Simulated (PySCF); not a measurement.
C₃H₆OS.
Numbering: `[CH2:1]=[CH:2][S@@:3]([CH3:4])=[O:5]` (hydrogens: H6, H7 on C1; H8 on C2; H9, H10, H11 on C4)

Theory: MP2 and CCSD/aug-cc-pVDZ in PySCF, restricted Hartree–Fock reference, frozen core, non-relativistic, gas phase, PBE0-D3(BJ)/def2-SVP geometry.

E(HF) = -589.42608 Eh.

Task: How large is the problem?

Result: 173 basis functions and 48 electrons; 9 orbitals frozen, which leaves o = 15 correlated occupied and v = 149 virtual orbitals. That is o·v = 2235 singles and o·v(o·v + 1)/2 = 2498730 distinct closed-shell doubles amplitudes before symmetry; the costliest CCSD step grows as o²v⁴ = 1.1 × 10^11.

Task: What are the MP2 and CCSD correlation energies?

Result: MP2 -0.7808 Eh and CCSD -0.8255 Eh, which gives totals of -590.20692 and -590.25160 Eh. That is 0.749 eV for each correlated electron at CCSD (2167 kJ/mol in all, 0.140 % of the total energy); MP2 gives 94.6 % of the CCSD value.

Task: What is the T1 diagnostic?

Result: 0.0163, below the customary warning level of 0.02. It is the norm of the spatial-orbital singles amplitudes over the root of the number of correlated electrons, so the norm is 0.089.

Task: How does correlation change the dipole moment?

Result: HF gives 4.24 D and CCSD (unrelaxed density) 3.81 D, a change of -0.43 D.

No triples correction and no basis-set extrapolation were made.

The job also held the EOM ionisation roots. Hardware: one thread of an Arm Neoverse V2, shared host. Cost: 8.1 min.

The values belong to the conformer `[CH2:1]=[CH:2][S@@:3]([CH3:4])=[O:5]`: C1–C2–S3–C4 -117°.
